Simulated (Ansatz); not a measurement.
A run of Ansatz (development build ahead of 0.2.0) on triplet C₄H₆ at this shape:

```yaml
atoms:
  - { symbol: C, position_ang: [0.6057, 1.7466, 0.0000] }
  - { symbol: C, position_ang: [0.6057, 0.4041, 0.0000] }
  - { symbol: C, position_ang: [-0.6057, -0.4041, 0.0000] }
  - { symbol: C, position_ang: [-0.6057, -1.7466, 0.0000] }
  - { symbol: H, position_ang: [1.5276, 2.3174, 0.0000] }
  - { symbol: H, position_ang: [-0.3211, 2.3131, 0.0000] }
  - { symbol: H, position_ang: [1.5535, -0.1336, 0.0000] }
  - { symbol: H, position_ang: [-1.5535, 0.1336, 0.0000] }
  - { symbol: H, position_ang: [0.3211, -2.3131, 0.0000] }
  - { symbol: H, position_ang: [-1.5276, -2.3174, 0.0000] }
```

Its results:

```yaml
Converged: yes
Total_energy: -154.87760 hartree
Spin_squared_of_the_determinant: 2.165
Stability_test: minimum
```

Which input gives this output? Name the method, the orbitals and the basis set, and write the input.

UHF in pcseg-2.

```yaml
crystal:
  periodic: [false, false, false]
  atoms:
    - { symbol: C, position_ang: [0.60571, 1.74655, 0.0] }
    - { symbol: C, position_ang: [0.60571, 0.40408, 0.0] }
    - { symbol: C, position_ang: [-0.60571, -0.40408, 0.0] }
    - { symbol: C, position_ang: [-0.60571, -1.74655, 0.0] }
    - { symbol: H, position_ang: [1.52762, 2.31744, 0.0] }
    - { symbol: H, position_ang: [-0.32113, 2.31312, 0.0] }
    - { symbol: H, position_ang: [1.5535, -0.13364, 0.0] }
    - { symbol: H, position_ang: [-1.5535, 0.13364, 0.0] }
    - { symbol: H, position_ang: [0.32113, -2.31312, 0.0] }
    - { symbol: H, position_ang: [-1.52762, -2.31744, 0.0] }
basis:
  gaussian: { orbitals: pcseg-2 }
magnetization:
  spin_polarized: true
  initial_magnetization: 2
hamiltonian:
  xc: hf
```

Caution: the unrestricted determinant is spin contaminated; other spin multiplicities may lie lower.
